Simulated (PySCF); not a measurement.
Species: C₃H₅O₃ (charge -1).
SMILES: `CCOC(=O)[O-]`

Torsions of this conformer, `[CH3:1][CH2:2][O:3][C:4](=[O:5])[O-:6]`: C1–C2–O3–C4 -80°, C2–O3–C4–O5 -2°.

The closed-shell ground state was solved at several levels (PySCF, density fitting, gas phase, non-relativistic). One conformer (not necessarily the lowest) at the PBE0-D3(BJ)/def2-SVP geometry, without solvent, vibrations or thermal averaging. The geometry's basis has no diffuse functions, a weakness for an anion. No diffuse functions stand in pcJ-1, pcSseg-1 and pcSseg-2, which bears on an anion's orbital energies.

| level | basis functions | total energy (Eh) | HOMO (eV) | LUMO (eV) | gap (eV) |
| --- | --- | --- | --- | --- | --- |
| B3LYP/pcJ-1 | 212 | -343.0844 | -1.04 | 5.23 | 6.27 |
| PBE0/pcSseg-1 | 127 | -342.6626 | -1.34 | 5.51 | 6.85 |
| wB97X-D/pcSseg-2 | 286 | -343.1015 | -3.61 | 5.79 | 9.40 |

Q: Estimate the row for B3LYP/def2-SVPD, a basis of 169 functions; the other rows only guide the guess.

A: Total energy -342.8506 Eh, HOMO -1.55 eV, LUMO 3.93 eV, gap 5.48 eV.

Q: Over all these levels, which gives the widest orbital gap and which the narrowest?

A: wB97X-D/pcSseg-2 (range-separated hybrid) has the widest, 9.40 eV, and B3LYP/def2-SVPD (global hybrid, 20 % exact exchange) the narrowest, 5.48 eV. Functional and basis both differ between the two, so the spread mixes both effects.

wB97X-D is run here without its empirical dispersion term; that term would change no orbital, density or response property at a fixed geometry.
